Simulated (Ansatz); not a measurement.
# C₂H₄OS: small, medium and large basis sets

One table from this session's results is given with a row withheld; the runs are named, their logs left out.

The runs use Ansatz 0.2.0, Gaussian basis; one geometry, several basis sets.

Plan: PBE0-D4/def2-SVP; ωB97M-V/def2-SVP; PBE0-D4/def2-QZVPP; ωB97M-V/def2-QZVPP; the functionals' def2-TZVPP values are taken from earlier runs.

## Structure used throughout

An earlier PBE0-D4 in a triple-zeta def2 set relaxation fixed the geometry.

SMILES `O=CCS`, 8 atoms, charge 0, spin multiplicity 1.

Atoms are counted from 1 here; the program's logs count them from 0.

Bond lengths: O1–C2 1.198 Å, C2–C3 1.501 Å, C2–H5 1.110 Å, C3–S4 1.800 Å, C3–H6 1.096 Å, C3–H7 1.096 Å, S4–H8 1.347 Å. Angles: O1–C2–C3 125.6°, O1–C2–H5 120.8°, C3–C2–H5 113.6°, C2–C3–S4 114.6°, C2–C3–H6 106.9°, C2–C3–H7 107.1°, S4–C3–H6 110.8°, S4–C3–H7 110.7°, H6–C3–H7 106.2°, C3–S4–H8 93.7°.

Set-up of the first run:

File in.yaml:

```yaml
crystal:
  periodic: [false, false, false]
  atoms:
    - {symbol: O, position_ang: [-1.432153, 0.260819, -0.927338]}
    - {symbol: C, position_ang: [-0.380359, 0.698219, -0.556700]}
    - {symbol: C, position_ang: [0.603332, -0.018304, 0.322521]}
    - {symbol: S, position_ang: [0.087270, -1.662722, 0.840955]}
    - {symbol: H, position_ang: [-0.049533, 1.713521, -0.858012]}
    - {symbol: H, position_ang: [1.550270, -0.062603, -0.227777]}
    - {symbol: H, position_ang: [0.785601, 0.623025, 1.192152]}
    - {symbol: H, position_ang: [-1.072228, -1.609056, 0.158298]}
basis:
  gaussian: {orbitals: def2-SVP}
hamiltonian: {xc: pbe0, dispersion: d4}
output: {orbitals: {seedname: orbitals}}
```

On the command line:

```sh
$ ansatz run in.yaml --threads 2 --pin off --events-out ev --progress --plain --max-ram 4352MiB
```

Steps of the session up to this table: PBE0-D4 in def2-SVP; ωB97M-V in def2-SVP; PBE0-D4 in def2-QZVPP; ωB97M-V in def2-QZVPP.

One of the session's tables, all rows but one given; the rest of the session is left out.

It belongs to the step «Density functionals: the series». 

```
functional       basis  HOMO (eV)
   PBE0-D4    def2-SVP      -6.79
   PBE0-D4  def2-TZVPP          ?
   PBE0-D4  def2-QZVPP      -7.05
   ωB97M-V    def2-SVP      -9.02
   ωB97M-V  def2-TZVPP      -9.25
   ωB97M-V  def2-QZVPP      -9.30
```

Q: Estimate the row for PBE0-D4, def2-TZVPP from the others.

**Answer.** HOMO (eV): -7.01. In the column «HOMO (eV)» it lies between PBE0-D4, def2-QZVPP (-7.05) and PBE0-D4, def2-SVP (-6.79).
